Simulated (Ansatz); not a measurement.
## C2H4Cl2 (1,2-dichloroethane): from total energies to a heat of formation

C2H4Cl2: 8 atoms, total charge 0, spin state singlet. As SMILES, `ClCCCl`. The shape is that of a PBE0-D4/def2-TZVP optimisation. This is one conformer, not always the lowest.

```xyz
8

Cl   -2.0435    0.1467   -0.4693
C    -0.4629    0.5621    0.2260
C     0.6276   -0.3716   -0.2222
Cl    0.4323   -2.0109    0.4324
H    -0.2262    1.5757   -0.1019
H    -0.5703    0.5511    1.3097
H     1.5895    0.0018    0.1331
H     0.6535   -0.4549   -1.3078
```

Total energies at MP2/6-31G* (spherical functions), 12 core orbitals frozen (Ansatz 0.2.0); the atoms run unrestricted:

| species | state | energy (Eh) |
| --- | --- | --- |
| C2H4Cl2 | singlet | -997.538773 |
| Cl | doublet | -459.549260 |
| C | triplet | -37.731440 |
| H | doublet | -0.498233 |

Harmonic wavenumbers at PBE0-D4/def2-TZVP, in cm⁻¹: 115, 262, 414, 687, 708, 900, 961, 1061, 1164, 1232, 1315, 1340, 1462, 1464, 3086, 3094, 3149, 3163.

Measured heats of formation of the gaseous atoms at 298.15 K, in kJ/mol: Cl 121.3, C 716.9, H 218.0. Spin-orbit lowering of the atoms at 298 K (mean of the ground term's levels less their thermal mean, from spectra), in kJ/mol: Cl 3.44, C 0.02. Take 1 Eh = 2625.50 kJ/mol, 1 cm⁻¹ = 0.0119627 kJ/mol, RT = 2.479 kJ/mol.

Problem. What heat of formation follows?

Solution. 
1. Electronic atomisation energy: 2 × (-459.549260) + 2 × (-37.731440) + 4 × (-0.498233) − (-997.538773) = 0.984441 Eh = 2584.6 kJ/mol.
2. Zero-point energy: half the sum of the wavenumbers, 12788.5 cm⁻¹ = 153.0 kJ/mol.
3. Thermal vibrational enthalpy, Σ hcν̃/(exp(hcν̃/kT) − 1): 5.0 kJ/mol. Translation, rotation and pV of a non-linear molecule: 4 RT = 9.9 kJ/mol.
4. The 8 free atoms carry 5/2 RT each: 49.6 kJ/mol.
5. Spin-orbit coupling lowers the free atoms by 2 × 3.44 + 2 × 0.02 = 6.9 kJ/mol.
6. Atomisation enthalpy at 298 K: 2584.6 − 6.9 − 153.0 − 5.0 − 9.9 + 49.6 = 2459.4 kJ/mol.
7. Sum of the atoms' heats of formation: 2548.4 kJ/mol. Heat of formation: 2548.4 − 2459.4 = +89.0 kJ/mol.

The tabulated value is -130.1 kJ/mol (Active Thermochemical Tables), so this level is off by +219.1 kJ/mol, or 8.2 % of the atomisation enthalpy. Perturbation theory converges slowly with the basis for atomisation. A double-zeta basis underbinds. Anharmonicity and any spin-orbit splitting of the molecule are left out, and so is core correlation.
